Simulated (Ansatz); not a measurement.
# C3H4FNO: one species, many methods

How much do the methods differ for C3H4FNO? The plan is to run it at one geometry with functionals of several rungs and with coupled cluster. The yardstick is the atomisation energy at the CCSD(T) limit.

Computed with Ansatz 0.2.0, Gaussian basis. Level: functionals in def2-TZVPP, the program's frozen cores in correlated methods.

Plan: PBE-D4, r2SCAN-D4, PBE0-D4, B3LYP-D4, ωB97X-V, ωB97M-V, B2PLYP; CCSD(T)/def2-TZVPP; MP2/def2-QZVPP; extrapolation to the limit.

## (1) Structure used throughout

All runs share one geometry, relaxed beforehand with PBE0-D4 in a triple-zeta def2 set.

10 atoms, charge 0, spin multiplicity 1.

Atoms are counted from 1 here; the program's logs count them from 0.

Bond lengths: N1–C2 1.438 Å, N1–H7 1.013 Å, N1–H8 1.013 Å, C2–C3 1.507 Å, C2–H9 1.098 Å, C2–H10 1.096 Å, C3–C4 1.485 Å, C3–O6 1.214 Å, C4–F5 1.304 Å. Angles: C2–N1–H7 110.2°, C2–N1–H8 110.2°, H7–N1–H8 106.1°, N1–C2–C3 115.2°, N1–C2–H9 110.3°, N1–C2–H10 110.5°, C3–C2–H9 107.4°, C3–C2–H10 107.8°, H9–C2–H10 105.1°, C2–C3–C4 123.6°, C2–C3–O6 124.7°, C4–C3–O6 111.4°, C3–C4–F5 109.1°.

## (2) PBE-D4 (GGA)

in.yaml reads:

```yaml
crystal:
  periodic: [false, false, false]
  atoms:
    - {symbol: N, position_ang: [0.667813, -1.540864, 0.349003]}
    - {symbol: C, position_ang: [0.655651, -0.215251, -0.206898]}
    - {symbol: C, position_ang: [-0.542608, 0.622741, 0.158898]}
    - {symbol: C, position_ang: [-0.655768, 2.072360, -0.145141]}
    - {symbol: F, position_ang: [-1.328947, 2.224117, -1.251086]}
    - {symbol: O, position_ang: [-1.468598, 0.240828, 0.844563]}
    - {symbol: H, position_ang: [0.681960, -1.496312, 1.360794]}
    - {symbol: H, position_ang: [-0.183020, -2.032072, 0.102072]}
    - {symbol: H, position_ang: [0.701965, -0.261724, -1.303010]}
    - {symbol: H, position_ang: [1.554652, 0.334878, 0.093704]}
basis:
  gaussian: {orbitals: def2-TZVPP}
hamiltonian: {xc: pbe, dispersion: d4}
output: {forces: true, orbitals: {seedname: orbitals}}
```

Started as:

```bash
> ansatz run in.yaml --threads 4 --pin off --events-out ev --progress --plain --max-ram 10444MiB
```

Further steps of the session: r2SCAN-D4 (meta-GGA); PBE0-D4 (hybrid); B3LYP-D4 (hybrid); ωB97X-V (range-separated); ωB97M-V (range-separated); B2PLYP (double hybrid); CCSD(T) in def2-TZVPP; MP2 in def2-QZVPP.

Q: Predict the results of all the runs planned. Wanted: atomisation energy, CCSD(T)/CBS; farthest; mean size of error, hybrid; mean size of error, range-separated; gap, smallest and largest; T1 diagnostic; triples share of the correlation energy.

**Answer**, as computed:

| quantity | value |
| --- | --- |
| atomisation energy, CCSD(T)/CBS | 40.730 eV |
| functionals within 0.204 eV (0.5 %) | none; nearest B3LYP-D4 (+0.205 eV) |
| farthest | PBE-D4 (+2.169 eV) |
| mean size of error, hybrid | 0.341 eV |
| mean size of error, range-separated | 0.328 eV |
| gap, smallest and largest | 1.56 eV (PBE-D4), 9.11 eV (ωB97X-V) |
| T1 diagnostic | 0.0183 |
| triples share of the correlation energy | 4.1 % |

In words: PBE-D4 is off by +2.169 eV. Double hybrids carry the basis error of their MP2 part in triple zeta, and no dispersion term here, so their miss is partly the set-up's. Misses under about 0.204 eV are within the doubt on the reference itself, which lacks core-valence correlation, relativity and higher excitations. Hartree-Fock recovers 66 % of the binding; the rest is correlation. The gap grows from 1.6 to 9.1 eV across the functionals, mostly with the share of exact exchange. The restricted reference is unstable towards a spin-broken one.
